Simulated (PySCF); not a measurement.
**Electric field gradients and quadrupole coupling constants**

Compound: borinic acid, BH3O.
SMILES with atom numbers: `[BH2:1][OH:2]` (hydrogens: H3, H4 on B1; H5 on O2)

Cartesian coordinates in Å at the PBE0-D3(BJ)/def2-SVP level; atoms count from 1:
```
atom  x, y, z in Å
B1    -0.413   -0.022   -0.005
O2     0.845   -0.498   -0.010
H3    -1.303   -0.840   -0.004
H4    -0.628    1.173   -0.004
H5     1.516    0.192   -0.011
```

Field gradients from the PBE0/pcSseg-1 density (PySCF, non-relativistic), principal values in atomic units, ordered |Vxx| ≤ |Vyy| ≤ |Vzz|:

```csv
atom,Vxx,Vyy,Vzz
B1,-0.1773,-0.2970,0.4743
O2,-0.4675,-0.7770,1.2445
```

Q: Find the asymmetry η = (Vxx − Vyy)/Vzz and the couplings χ = eQV/h (234.96 MHz × Q in barn × V in au), with Q(11B) = 0.04059 b, Q(17O) = −0.0256 b.

A: 
```tsv
atom	environment	nucleus	η	χzz (MHz)	χxx (MHz)	χyy (MHz)
B1	three-coordinate boron	11B	0.25	4.524	-1.691	-2.832
O2	boron-bound oxygen	17O	0.25	-7.49	2.81	4.67
```

The tensor is traceless: Vxx + Vyy + Vzz = 0.

Q: What is Vzz at B1 in SI units (1 au = 9.71736 × 10²¹ V/m²)?

A: 0.4743 au = 4.609 × 10²¹ V/m².

Q: What couplings would deuterons (Q(2H) = 0.00286 b) have in place of the hydrogens, at this geometry?

A: 
| atom | bonded to | bond length (Å) | Vzz (au) | η | χzz (kHz) |
| --- | --- | --- | --- | --- | --- |
| H3 | B1 | 1.209 | 0.1981 | 0.06 | 133 |
| H4 | B1 | 1.214 | 0.1916 | 0.04 | 129 |
| H5 | O2 | 0.963 | 0.4654 | 0.04 | 313 |

One conformer (not necessarily the lowest) at the PBE0-D3(BJ)/def2-SVP geometry, without solvent, vibrations or thermal averaging. With a basis this small, the couplings can be 20 % off.
